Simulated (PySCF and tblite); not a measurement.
The numbers below are computed, except where a source is named.
System: C4H9NS, numbered as in [CH2:1]1[CH2:2][NH:3][CH2:4][S:5][CH2:6]1.

For the pyramidal inversion at N3: electronic barrier 5.78 kcal/mol, zero-point change -1.16 kcal/mol, thermal and entropy terms at 298.15 K a further 0.01 kcal/mol (symmetry numbers apart). The minimum is C1, the saddle C1. Geometries: PBE0-D3(BJ)/def2-SVP; energies: PBE0/pcSseg-1 + D3(BJ); zero-point and thermal terms from GFN2-xTB harmonic modes (soft modes blended into free rotors). Rates follow Eyring's equation with the number of equivalent paths and no tunnelling. (PySCF 2.14 with density fitting, tblite 0.8.)

(1) How many equivalent paths lead out of the minimum?

(2) Work out the rate at 298.15 K.

Answers

(1) 1: the symmetry number of the minimum is 1, that of the saddle displaced along its mode 1.

(2) ΔG‡ = 4.63 kcal/mol; k_B T/h = 6.2×10¹² s⁻¹; exp(−ΔG‡/RT) = 0.0004; times 1 gives k = 2.5×10⁹ s⁻¹. Wigner's tunnelling factor for the 564i cm⁻¹ mode would be 1.31.
